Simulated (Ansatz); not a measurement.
## 1T (CdI2-type) HfS₂

Computed with PBE-D3(BJ) (Ansatz, an electronic-structure program, PAW).

Numerical settings: plane-wave cutoff 520 eV, 12×12×6 k mesh (along the axes of the cell as run), scalar-relativistic PAW data made under PBE.

Cell: relaxed at this level.

For 1T (CdI2-type) HfS₂, the elastic constant C11 is 144 GPa and the elastic constant C12 is 26.0 GPa. The elastic constant C13 is 8.00 GPa and the elastic constant C33 is 43.1 GPa. The elastic constant C44 comes out as 12.1 GPa and the elastic constant C66 is 59.0 GPa. The voigt–Reuss–Hill bulk modulus comes out as 39.1 GPa and the polycrystal shear modulus (Hill average) is 28.3 GPa. The Young modulus is 68.5 GPa. The Poisson ratio is 0.208.

Measured, for comparison: elastic constant C33 39.4 GPa (temperature not stated, no zero-point or thermal correction; as tabulated in Björkman et al. (2012), arXiv:1206.3542). Computed (rounded) less measured: elastic constant C33 +9 %. A static lattice is as a rule a little smaller and stiffer than an uncorrected measurement, which narrows the difference in the elastic constant C33 and would widen misses of the other sign.

Note: the dispersion coefficients are held fixed in the derivatives.

Elastic constants are with the ions relaxed.

Spin–orbit coupling is not included.

Computed values are for the static lattice.
